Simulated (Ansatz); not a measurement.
Scan of the Mg1–C2–Al3–H7 dihedral angle

CH5AlMg, closed shell, at its PBE0-D4/def2-TZVP minimum:

Mg1  (-1.585, 0.810, -0.716)
C2  (0.179, 0.607, 0.381)
Al3  (1.053, -1.080, 0.244)
H4  (-3.030, 1.027, -1.592)
H5  (-0.150, 0.839, 1.402)
H6  (0.788, 1.439, 0.002)
H7  (2.091, -1.361, -0.934)
H8  (0.653, -2.281, 1.214)
(Å)

The dihedral angle Mg1–C2–Al3–H7 (86.9° at the minimum) is set to the values below, with the rest relaxed at PBE0-D4/def2-TZVP at each step (the four atoms are held in place, so their three bonds and two angles keep the values of the minimum). Each method's energies count from its own value at the PBE0-D4 minimum structure. Ansatz 0.2.0; basis: def2-TZVPP; cores frozen in the correlated methods. The outer core shell of Li, Na, Mg and K is correlated. The def2 sets are not built for correlating such inner shells, so the correlated values are less sure here. B3LYP uses VWN-RPA correlation.

```tsv
dihedral angle (°)	CCSD(T) (kcal/mol)	r2SCAN-D4 (kcal/mol)	PBE-D4 (kcal/mol)	HF (kcal/mol)
-173.2	4.678	4.738	4.665	4.324
-150.7	3.031	3.000	2.966	2.886
-128.2	1.364	1.325	1.312	1.322
-105.7	0.294	0.281	0.276	0.290
96.8	0.084	0.079	0.076	0.084
119.3	0.854	0.824	0.815	0.833
141.8	2.324	2.282	2.258	2.231
164.3	4.111	4.123	4.070	3.854
```

Largest difference from the CCSD(T) curve over the scan: PBE0-D4 0.250; B3LYP-D4 0.067; wB97M-V 0.403; MP2 0.026 kcal/mol. Each curve counts from its own value at the minimum.

No T1 diagnostic of these runs exceeds 0.010.

For scale, one of the runs: CCSD(T)/def2-TZVPP, 175 basis functions (an equivalent command: `ansatz run in.yaml --threads 2`). The run took 34 s on 2 CPU threads (shared host), with 1.6 GiB of host memory at its peak.
